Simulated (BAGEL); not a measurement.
# C2H3F (SMILES C[C]F), run twice

Aim: a single-point energy of C2H3F at CASCI(10 orbitals)/def2-SVPD (density fitting with AutoAux, 4 roots).

The results are computed with BAGEL 1.2.2.

3 further runs of the same task are left out: 3 set aside as unsound or not needed.

## (1) The system as given

C2H3F has 6 atoms, charge 0, and is taken as a triplet. As SMILES, `C[C]F`. The shape is that of a GFN2-xTB optimisation.

Bond lengths: C1–C2 1.456 Å, C2–F3 1.336 Å, C1–H4 1.088 Å, C1–H5 1.099 Å, C1–H6 1.099 Å. Angles: C1–C2–F3 124.9°, C2–C1–H4 109.2°, C2–C1–H5 111.5°, C2–C1–H6 111.4°, H4–C1–H5 108.2°, H4–C1–H6 108.3°, H5–C1–H6 108.3°.

## (2) First attempt

calc.json

```json
{ "bagel": [

{
  "title": "molecule",
  "basis": "def2-svpd.json",
  "df_basis": "def2-svpd-autoaux.json",
  "finite_nucleus": true,
  "geometry": [
    { "atom": "C", "xyz": [ -0.62279704,  0.44427461, -0.39648344 ] },
    { "atom": "C", "xyz": [  0.52761153, -1.69096473,  0.90172061 ] },
    { "atom": "F", "xyz": [  2.91518601, -1.76836791,  1.71925393 ] },
    { "atom": "H", "xyz": [ -2.59032319,  0.00729434, -0.80228323 ] },
    { "atom": "H", "xyz": [  0.33546418,  0.84809019, -2.19412321 ] },
    { "atom": "H", "xyz": [ -0.56514149,  2.15967350,  0.77193422 ] }
  ]
},
{ "title": "hf" },
{ "title": "fci", "nstate": 4, "ncore": 10, "nspin": 2, "norb": 10 },

]}
```

On the command line:

```console
BAGEL_NUM_THREADS=1 BAGEL calc.json > calc.out
```

Standard output:

```text
* using 1 threads per process
  ERROR: EXCEPTION RAISED:  Syntax error near line 20 of calc.json.  Expected a value but did not find one...  probably you have an extra comma.
```

Wall time 0.16 s (1 thread of Arm Neoverse V2, shared host).

## (3) What went wrong

The program refused the input.

The telling line is `ERROR: EXCEPTION RAISED:  Syntax error near line 20 of calc.json.  Expected a value but did not find one...  probably you have an extra comma.`. The cause is that the input text is malformed or holds a word that the program doesn't know.

## (4) Second attempt

casci.json

```json
{ "bagel": [

{
  "title": "molecule",
  "basis": "def2-svpd.json",
  "df_basis": "def2-svpd-autoaux.json",
  "angstrom": false,
  "finite_nucleus": true,
  "geometry": [
    { "atom": "C", "xyz": [    -0.62279704,     0.44427461,    -0.39648344 ] },
    { "atom": "C", "xyz": [     0.52761153,    -1.69096473,     0.90172061 ] },
    { "atom": "F", "xyz": [     2.91518601,    -1.76836791,     1.71925393 ] },
    { "atom": "H", "xyz": [    -2.59032319,     0.00729434,    -0.80228323 ] },
    { "atom": "H", "xyz": [     0.33546418,     0.84809019,    -2.19412321 ] },
    { "atom": "H", "xyz": [    -0.56514149,     2.15967350,     0.77193422 ] }
  ]
},

{
  "title": "hf"
},

{
  "title": "fci",
  "nstate": 4,
  "ncore": 10,
  "nspin": 2,
  "norb": 10
}

]}
```

The basis set def2-SVPD is read from a file made from the Basis Set Exchange's data (not shown).

On the command line:

```console
BAGEL_NUM_THREADS=1 BAGEL casci.json > casci.out
```

Standard output:

```text
* using 1 threads per process

  ===============================================================
  ===============================================================

  *** Geometry ***

  { "atom" : "C", "xyz" : [     -0.622797,      0.444275,     -0.396483 ] },
  { "atom" : "C", "xyz" : [      0.527612,     -1.690965,      0.901721 ] },
  { "atom" : "F", "xyz" : [      2.915186,     -1.768368,      1.719254 ] },
  { "atom" : "H", "xyz" : [     -2.590323,      0.007294,     -0.802283 ] },
  { "atom" : "H", "xyz" : [      0.335464,      0.848090,     -2.194123 ] },
  { "atom" : "H", "xyz" : [     -0.565141,      2.159673,      0.771934 ] },

  Number of auxiliary basis functions:      538

  Since a DF basis is specified, we compute 2- and 3-index integrals:
    o Being stored without compression. Storage requirement is 0.033 GB

[... 18 lines left out ...]
    * SCF iteration converged.
[... 1 line left out ...]
    * Permanent dipole moment:
[... 30 lines left out ...]
  === FCI iteration ===

      0  0      -176.62006487     1.26e-03      0.00
      0  1      -176.38696393     1.72e-03      0.00
      0  2      -176.33590849     1.98e-03      0.00
[... 70 lines of this table left out ...]
     14  3 *    -176.31031557     2.61e-11      0.00

     * ci vector, state   0, <S^2> = 2.0000
       2aa.......     0.9951090903
       a2a.......    -0.0649162437

     * ci vector, state   1, <S^2> = 2.0000
       2a.a......     0.8502864641
       2a..a.....    -0.4613070809
       2a.....a..    -0.2177886337
       2a....a...    -0.0988792101

     * ci vector, state   2, <S^2> = 2.0000
       2a..a.....     0.8298472080
       2a.a......     0.4958867148
       2a....a...     0.1828484311
       2a......a.     0.1020104140
       2a.....a..     0.0897884762
       2..aa.....     0.0711667854
       a2.a......     0.0520132735

     * ci vector, state   3, <S^2> = 2.0000
       2a...a....     0.9884089030
       2a.......a     0.0768403732
       2..a.a....     0.0576057408
       a2a.......    -0.0544424875

    * METHOD: FCI                                  0.11

  ===============================================================
```

It took 1.4 s on 1 thread of Arm Neoverse V2, shared host.

The roots found:

| excited state | energy (eV) |
| --- | --- |
| 1 | 6.165 |
| 2 | 7.555 |
| 3 | 8.524 |

## (5) Results

Level: CASCI(10 orbitals)/def2-SVPD (density fitting with AutoAux, 4 roots).

```
                       quantity          value
energy of the lowest of 4 roots  -176.62356 Eh
       lowest excitation energy        6.17 eV
```
